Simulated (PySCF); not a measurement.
A species of formula C10H9N has this rotational fingerprint, computed with PBE0/pcSseg-1 in PySCF (dipole) on a GFN2-xTB geometry, gas phase:

| Property | Result |
| --- | --- |
| Rotational constants | A = 2902, B = 850.4, C = 660.4 MHz |
| Dipole components | \|μa\| = 0.75 D, \|μb\| = 2.13 D, \|μc\| = 0.07 D |
| Inertial defect | -3.13 u·Å² |
| κ | -0.83 |

Problem. Which structure is it? (One computed conformer of each.)
A. `[CH2:1]=[CH:2][CH2:3][C@H:4]([CH3:5])[C:6]#[C:7][C:8]#[C:9][C:10]#[N:11]` with C1–C2–C3–C4 117°, C2–C3–C4–C5 -174°
B. `[cH:1]1[cH:2][cH:3][c:4](-[n:5]2[cH:6][cH:7][cH:8][cH:9]2)[cH:10][cH:11]1` with C3–C4–N5–C6 147°
C. 3-methylquinoline, `CC1=CC2=CC=CC=C2N=C1`
D. `[CH2:1]=[C:2]([CH3:3])[C:4]1=[CH:5][CH:6]=[C:7]([C:8]#[N:9])[C:10]1=[CH2:11]` with C1–C2–C4–C5 -143°
E. `[CH:1]#[C:2]/[CH:3]=[CH:4]/[C:5](=[CH:6]/[CH3:7])/[CH:8]=[CH:9]/[C:10]#[N:11]` with C3–C4–C5–C6 -160°, C4–C5–C8–C9 40°

Solution. C. It is Cc1cnc2ccccc2c1, an asymmetric top. The candidates at the same level (rigid rotor, commonest isotopes):

```json
{"SMILES": "C=C(C)C1=CC=C(C#N)C1=C", "A (MHz)": "2651", "B (MHz)": "715.4", "C (MHz)": "585.9", "μa (D)": "4.93", "μb (D)": "0.57", "μc (D)": "0.26", "Δ (u·Å²)": "-34.46", "point group": "C1", "rotor": "asymmetric top"}
{"SMILES": "c1ccc(-n2cccc2)cc1", "A (MHz)": "3576", "B (MHz)": "714.7", "C (MHz)": "610.9", "μa (D)": "1.49", "μb (D)": "0.00", "μc (D)": "0.01", "Δ (u·Å²)": "-21.20", "point group": "–", "rotor": "near-prolate asymmetric top"}
{"SMILES": "C#C/C=C/C(=C/C)/C=C/C#N", "A (MHz)": "1105", "B (MHz)": "703.2", "C (MHz)": "436.1", "μa (D)": "1.97", "μb (D)": "4.40", "μc (D)": "0.51", "Δ (u·Å²)": "-17.03", "point group": "C1", "rotor": "asymmetric top"}
{"SMILES": "Cc1cnc2ccccc2c1", "A (MHz)": "2902", "B (MHz)": "850.4", "C (MHz)": "660.4", "μa (D)": "0.75", "μb (D)": "2.13", "μc (D)": "0.07", "Δ (u·Å²)": "-3.13", "point group": "–", "rotor": "asymmetric top"}
{"SMILES": "C=CC[C@H](C)C#CC#CC#N", "A (MHz)": "2221", "B (MHz)": "363.2", "C (MHz)": "318.3", "μa (D)": "6.39", "μb (D)": "1.38", "μc (D)": "0.19", "Δ (u·Å²)": "-30.95", "point group": "C1", "rotor": "near-prolate asymmetric top"}
```

`C=CC[C@H](C)C#CC#CC#N` has B 57 % too low; `C=C(C)C1=CC=C(C#N)C1=C` has B 16 % too low; `C#C/C=C/C(=C/C)/C=C/C#N` has A 62 % too low; `c1ccc(-n2cccc2)cc1` has A 23 % too high. No structure here is proved a minimum.
